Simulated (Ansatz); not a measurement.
Cost and result for the atomization energy of C₅H₅F (`FC1=CC=CC1`) (11 atoms, 11 bonds).

| atom | x (Å) | y (Å) | z (Å) |
| --- | --- | --- | --- |
| F1 | 0.096 | -1.113 | -2.183 |
| C2 | 0.155 | -0.483 | -1.015 |
| C3 | 1.217 | 0.130 | -0.482 |
| C4 | 0.789 | 0.671 | 0.807 |
| C5 | -0.502 | 0.381 | 1.029 |
| C6 | -1.037 | -0.395 | -0.132 |
| H7 | 2.202 | 0.210 | -0.918 |
| H8 | 1.439 | 1.223 | 1.474 |
| H9 | -1.088 | 0.651 | 1.896 |
| H10 | -1.871 | 0.113 | -0.632 |
| H11 | -1.399 | -1.389 | 0.155 |

Charge 0, multiplicity 1. Geometry: relaxed with PBE0-D4/def2-TZVP. Program: Ansatz. All runs use 4 threads of an Intel Xeon Platinum 8488C on a shared host. Times are those of one run each, without the atoms' runs, and a repeat can differ threefold. Electronic energies, without spin–orbit coupling; frozen cores. CCSD(T)/CBS adds CCSD(T) − MP2 in def2-TZVPP to the MP2 limit, and its time is that of the two runs behind it. T1 = 0.012; the RHF reference is unstable towards UHF. B3LYP takes the VWN-RPA correlation (the form of Gaussian; ORCA's B3LYP/G).

CCSD(T)/CBS is a level of theory with its own doubt, some kJ/mol a heavy atom from the limit and from the frozen cores, so smaller differences don't rank the functionals.

| level | functions | wall time |
| --- | --- | --- |
| PBE-D4/def2-TZVPP (with forces) | 256 | 1.4 s |
| PBE0-D4/def2-TZVPP | 256 | 1.4 s |
| r2SCAN-D4/def2-TZVPP (with forces) | 256 | 2.1 s |
| B3LYP-D4/def2-TZVPP (with forces) | 256 | 2.4 s |
| B2PLYP/def2-TZVPP | 256 | 3.4 s |
| ωB97X-V/def2-TZVPP | 256 | 3.5 s |
| ωB97M-V/def2-TZVPP (with forces) | 256 | 5 s |
| MP2/def2-QZVPP | 492 | 15 s |
| CCSD(T)/def2-TZVPP | 256 | 72 s |
| CCSD(T)/CBS(def2) | – | 87 s |

Question: What atomization energy does each give, and how far from CCSD(T)/CBS? (Estimate.)

Answer: Computed: 
| level | atomization (kcal/mol) | difference from CCSD(T)/CBS | per bond |
| --- | --- | --- | --- |
| PBE-D4/def2-TZVPP (with forces) | 1234.5 | 49.2 | 4.5 |
| PBE0-D4/def2-TZVPP | 1207.4 | 22.1 | 2.0 |
| r2SCAN-D4/def2-TZVPP (with forces) | 1196.4 | 11.1 | 1.0 |
| B3LYP-D4/def2-TZVPP (with forces) | 1188.2 | 2.9 | 0.3 |
| B2PLYP/def2-TZVPP | 1178.5 | -6.8 | -0.6 |
| ωB97X-V/def2-TZVPP | 1189.3 | 4.0 | 0.4 |
| ωB97M-V/def2-TZVPP (with forces) | 1192.4 | 7.1 | 0.6 |
| MP2/def2-QZVPP | 1206.1 | 20.8 | 1.9 |
| CCSD(T)/def2-TZVPP | 1157.2 | -28.1 | -2.6 |
| CCSD(T)/CBS(def2) | 1185.3 | 0.0 | 0.0 |

The D4 term adds +8.8 kcal/mol with B3LYP and +4.5 kcal/mol with PBE0; it sums over pairs of atoms, weighted by their polarisabilities, and B3LYP, whose exchange is more repulsive, gets the larger term. From PBE to PBE0 (25 % exact exchange), in def2-TZVPP and without D4, the atomization energy moves by −26.1 kcal/mol: exact exchange takes away binding that semilocal exchange gives to molecules. In def2-TZVPP, CCSD(T) changes the Hartree–Fock value by +288.6 kcal/mol (the triples alone add +22.0 kcal/mol) and MP2 by +321.0 kcal/mol; breaking electron pairs costs correlation energy, which Hartree–Fock lacks.
